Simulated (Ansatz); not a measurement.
# AlH4 (doublet): wave-function methods side by side at distance Al1–H4 along a hydrogen transfer = 1.685 Å, 6-31G

Aim: climb from Hartree-Fock through coupled cluster and multireference methods for AlH4 (doublet) at one geometry and basis, and see what each rung misses.

Computed with Ansatz 0.2.0, Gaussian basis. Level: 6-31G, core rule «outside noble gas», up to 5 orbitals frozen.

Plan: UHF; CCSD(T) on ROHF; CCSD(T) on UHF; BCCD(T) on ROHF; CISD; CCSDT(Q) on ROHF; CCSDT(Q) on UHF; CISDTQ; CCSDTQ on ROHF; CCSDTQ on UHF; CASSCF and MRCISD+Q, 3 electrons in 3 orbitals; CASSCF and NEVPT2, 3 electrons in 3 orbitals; CASSCF and MRCISD+Q, 7 electrons in 8 orbitals; CASSCF and NEVPT2, 7 electrons in 8 orbitals; Full CI.

6 further runs of the same task are left out: 1 for a mislabelled method, 4 that didn't finish, 1 set aside as unsound or not needed.

## 1. What is computed

The geometry derives from fragments relaxed apart (PBE0/def2-TZVP) and kept rigid, so it is no stationary point. A hydrogen atom is moved between rigid fragments.

5 atoms, charge 0, spin multiplicity 2.

Atoms are counted from 1 here; the program's logs count them from 0.

Bond lengths: Al1–H2 1.586 Å, Al1–H3 1.586 Å, Al1–H4 1.685 Å. Angles: H2–Al1–H3 120.0°, H2–Al1–H4 120.0°, H3–Al1–H4 120.0°.

Coordinates:

```
Al   -0.10150    0.00000    0.00000
H    -0.89443    1.37338    0.00000
H    -0.89443   -1.37338    0.00000
H     1.58350    0.00000    0.00000
H     2.92250    0.00000    0.00000
```

## 2. UHF

Input file in.yaml:

```yaml
crystal:
  periodic: [false, false, false]
  atoms:
    - {symbol: Al, position_ang: [-0.101503, 0.000000, 0.000000]}
    - {symbol: H, position_ang: [-0.894427, 1.373384, 0.000000]}
    - {symbol: H, position_ang: [-0.894427, -1.373384, 0.000000]}
    - {symbol: H, position_ang: [1.583497, 0.000000, 0.000000]}
    - {symbol: H, position_ang: [2.922497, 0.000000, 0.000000]}
basis:
  gaussian: {orbitals: 6-31G}
magnetization: {spin_polarized: true, initial_magnetization: 1}
hamiltonian: {xc: hf}
output: {orbitals: {seedname: orbitals}}
```

The run is started by

```bash
$ ansatz run in.yaml --threads 1 --pin off --events-out ev --progress --plain --max-ram 2393MiB
```

After this run come: CCSD(T) on ROHF; CCSD(T) on UHF; BCCD(T) on ROHF; CISD; CCSDT(Q) on ROHF; CCSDT(Q) on UHF; CISDTQ; CCSDTQ on ROHF; CCSDTQ on UHF; CASSCF and MRCISD+Q, 3 electrons in 3 orbitals; CASSCF and NEVPT2, 3 electrons in 3 orbitals; CASSCF and MRCISD+Q, 7 electrons in 8 orbitals; CASSCF and NEVPT2, 7 electrons in 8 orbitals; Full CI.

Before running them: what should the planned runs give, taken together? Wanted: FCI below the RHF energy; RMP2 from FCI; UMP2 from FCI; RCCSD from FCI; RCCSD(T) from FCI; UCCSD(T) from FCI; RCCSDT(Q) from FCI; UCCSDT(Q) from FCI; NEVPT2 pair from FCI.

As calculated:

| quantity | value |
| --- | --- |
| FCI below the RHF energy | -1.8226 eV |
| RMP2 from FCI | +580.7 meV |
| UMP2 from FCI | +561.1 meV |
| RCCSD from FCI | +32.4 meV |
| RCCSD(T) from FCI | +11.9 meV |
| UCCSD(T) from FCI | +11.7 meV |
| RCCSDT(Q) from FCI | +0.5 meV |
| UCCSDT(Q) from FCI | +0.4 meV |
| NEVPT2 pair from FCI | +432.9 meV |
| MRCISD+Q pair from FCI | +5.1 meV |
| NEVPT2 valence from FCI | +134.6 meV |
| levels within 1 kcal/mol (43 meV) | RCCSD, UCCSD, RCCSD(T), UCCSD(T), BCCD(T), RCCSDT, UCCSDT, CISDTQ, RCCSDT(Q), UCCSDT(Q), RCCSDTQ, UCCSDTQ, MRCISD+Q pair, MRCISD valence, MRCISD+Q valence |
| T1 diagnostic | 0.026 |
| effectively unpaired electrons | 1.03 |

In words: RCCSD(T) lands +11.9 meV from the yardstick (0.7 % of the correlation energy). One determinant dominates. Of the multireference levels listed MRCISD+Q pair comes nearest in total energy (+5.1 meV), which doesn't show that its space is the better one. These misses are within one basis, not against nature; the frozen cores of restricted and unrestricted runs differ, which can shift their rows.
